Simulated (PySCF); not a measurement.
Compound: diethyl sulfide, C4H10S.
Atom-mapped SMILES: `[CH3:1][CH2:2][S:3][CH2:4][CH3:5]` (hydrogens: H6, H7, H8 on C1; H9, H10 on C2; H11, H12 on C4; H13, H14, H15 on C5)

The same species was optimised twice, with GFN2-xTB and with PBE0-D3(BJ)/def2-SVP (PySCF), and the same property calculations (PySCF, gas phase) were run on both structures.

```tsv
coordinate	GFN2-xTB	PBE0-D3(BJ)/def2-SVP	change
C1–H7 (Å)	1.088	1.102	+0.014
C5–H13 (Å)	1.088	1.102	+0.014
C5–H15 (Å)	1.087	1.100	+0.013
C4–H12 (Å)	1.089	1.102	+0.013
C1–H6 (Å)	1.087	1.100	+0.013
C2–H10 (Å)	1.089	1.102	+0.013
C5–H14 (Å)	1.088	1.101	+0.013
C1–H8 (Å)	1.088	1.101	+0.013
C2–H9 (Å)	1.089	1.101	+0.012
C4–H11 (Å)	1.089	1.101	+0.012
S3–C4 (Å)	1.827	1.815	-0.012
C2–S3 (Å)	1.827	1.815	-0.012
C1–C2 (Å)	1.517	1.517	0.000
C4–C5 (Å)	1.517	1.517	0.000
H11–C4–H12 (°)	108.9	106.2	-2.7
H9–C2–H10 (°)	108.9	106.2	-2.7
S3–C4–C5 (°)	112.5	114.9	+2.4
C1–C2–S3 (°)	112.5	114.9	+2.4
S3–C4–H12 (°)	107.7	109.5	+1.8
S3–C2–H10 (°)	107.8	109.5	+1.7
S3–C4–H11 (°)	104.9	103.6	-1.3
S3–C2–H9 (°)	104.8	103.6	-1.2
C1–C2–S3–C4 (°)	79	65	-14
C2–S3–C4–C5 (°)	81	65	-16
```

Rotational constants: A = 6331, B = 2315, C = 2050 MHz (GFN2-xTB) against A = 5360, B = 2629, C = 2140 MHz (PBE0-D3(BJ)/def2-SVP). Atoms that the bonding makes alike are paired by their places after alignment.

On the GFN2-xTB structure: HOMO (eV) -6.24 [PBE0/pcSseg-1]; LUMO (eV) 1.29 [PBE0/pcSseg-1]; dipole (D) 1.77 [PBE0/pcSseg-1]; GIAO shielding of C1/C5 (mean) (ppm) 169.4 [PBE0/pcSseg-1]; GIAO shielding of C2/C4 (mean) (ppm) 157.3 [PBE0/pcSseg-1]; GIAO shielding of S3 (ppm) 469.8 [PBE0/pcSseg-1].

Question: What do these properties become on the PBE0-D3(BJ)/def2-SVP structure?

Answer: 
| property | level | on GFN2-xTB | on PBE0-D3(BJ)/def2-SVP | change |
| --- | --- | --- | --- | --- |
| HOMO (eV) | PBE0/pcSseg-1 | -6.24 | -6.28 | -0.04 |
| LUMO (eV) | PBE0/pcSseg-1 | 1.29 | 1.19 | -0.10 |
| dipole (D) | PBE0/pcSseg-1 | 1.77 | 1.75 | -0.02 |
| energy, GFN2-xTB geometry as zero (kcal/mol) | PBE0/pcSseg-1 | 0.0 | -0.7 | -0.7 |
| GIAO shielding of C1/C5 (mean) (ppm) | PBE0/pcSseg-1 | 169.4 | 170.2 | +0.8 |
| GIAO shielding of C2/C4 (mean) (ppm) | PBE0/pcSseg-1 | 157.3 | 159.4 | +2.1 |
| GIAO shielding of S3 (ppm) | PBE0/pcSseg-1 | 469.8 | 487.3 | +17.5 |

The heavy atoms differ by 0.196 Å rms after alignment (one structure mirrored). Among all bonds C1–H6, C1–H7, C1–H8, C2–H10, C4–H12, C5–H13, C5–H14 and C5–H15 change most and about equally (+0.013 to +0.014 Å). Changes are differences of the printed values. Neither structure is proved a minimum here.

Conformer computed: `[CH3:1][CH2:2][S:3][CH2:4][CH3:5]`: C1–C2–S3–C4 65°, C2–S3–C4–C5 65°.
